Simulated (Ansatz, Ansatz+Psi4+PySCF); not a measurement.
```xyz
5

Si    0.0000    0.0000    0.0000
F     0.9158    0.9158    0.9158
F     0.9158   -0.9158   -0.9158
F    -0.9158    0.9158   -0.9158
F    -0.9158   -0.9158    0.9158
```

Basis set: cc-pVTZ (spherical functions). Left uncorrelated: 9 orbitals. Charge 0, multiplicity 1.

Computed with Ansatz (development build ahead of 0.2.0); each method stands on the lowest determinant of its kind that the runs found. Restricted open shells among the atoms or ions are ROHF, correlated in semicanonical orbitals with singles.

Task: Give the atomization energy at this shape (free ground-state atoms in the same class of orbitals less the molecule, no zero-point energy) of singlet SiF₄ by RHF-MP2, RHF.

Result:

```json
{"method": "RHF-MP2", "atomization energy": "2419.3 kJ/mol"}
{"method": "RHF", "atomization energy": "1804.7 kJ/mol"}
```
